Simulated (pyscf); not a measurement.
This saddle point was located with ωB97X-D3(BJ)/def2-SVP in PySCF.

```xyz
12

C      1.3450     1.1667     0.0831
Si    -0.8653    -1.1502     0.1176
H      1.3031     1.5230     1.1183
H      0.9446     1.8536    -0.6707
H      2.2620     0.6376    -0.1984
H      0.2740    -0.0046     0.0799
H     -1.2293    -1.5170    -1.2869
H     -0.3075    -2.3657     0.7890
C     -2.3772    -0.5158     1.0484
H     -2.1132    -0.2458     2.0832
H     -3.1697    -1.2803     1.0867
H     -2.7902     0.3796     0.5574
```
Charge 0, spin multiplicity 2.

Surface: doublet, charge 0. Lowest wavenumbers (cm⁻¹): 1041i, 11, 68, 119, 234.

**Question.** Which two sides does it connect, and which bonds change?

**Answer.** CH₃• (SMILES [CH3]) + H₃C–SiH₃ (SMILES C[SiH3]) <-> CH₄ (SMILES C) + H₃C–SiH₂• (SMILES C[SiH2]), a hydrogen abstraction read from left to right: H–Si broken and C–H formed. At ωB97M-D3(BJ)/def2-TZVP it lies +0.37 eV from the left side and +1.01 eV from the right (each side as separated species at their lowest minima found). This is the saddle that the search found; another between the same sides may lie lower. The angle at the transferred H is 177°.
